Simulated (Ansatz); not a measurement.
# Al2+ (quartet): the correlation ladder, def2-TZVPP

One table from this session's results is given with a row withheld; the runs are named, their logs left out.

Program: Ansatz 0.2.0, Gaussian basis. Level of theory: def2-TZVPP, core rule «outside noble gas», up to 10 orbitals frozen. These are calculated values, not measurements.

To be run: UHF; ROHF; CCSD(T) on UHF.

**The geometry**

The geometry is a PBE0/def2-TZVP stationary point (not a proven minimum).

2 atoms, charge 1, spin multiplicity 4.

Atoms are counted from 1 here; the program's logs count them from 0.

Bond lengths: Al1–Al2 2.509 Å.

The first run:

File in.yaml:

```yaml
crystal:
  periodic: [false, false, false]
  atoms:
    - {symbol: Al, position_ang: [0.000000, 0.000000, 0.000000]}
    - {symbol: Al, position_ang: [0.000000, 0.000000, 2.508600]}
basis:
  gaussian: {orbitals: def2-TZVPP}
total_charge: 1
magnetization: {spin_polarized: true, initial_magnetization: 3}
hamiltonian: {xc: hf}
output: {orbitals: {seedname: orbitals}}
```

Started as:

```
$ ansatz run in.yaml --threads 1 --pin off --events-out ev --progress --plain --max-ram 3968MiB --backend cpu
```

Steps of the session up to this table: UHF; ROHF; CCSD(T) on UHF.

One table of the session follows, with a row left open; its other results are not shown here.

It belongs to the step «Misses and costs». 

| method | from UCCSD(T) (meV) |
| --- | --- |
| ROHF | +2178.5 |
| UHF | +2126.1 |
| UMP2 | +598.7 |
| UCCSD | ? |
| UCCSD(T) | 0 |

Q: Estimate the row for UCCSD from the others.

As computed: from UCCSD(T) (meV): +105.0. In the column «from UCCSD(T) (meV)» it lies between UCCSD(T) (0) and UMP2 (+598.7).
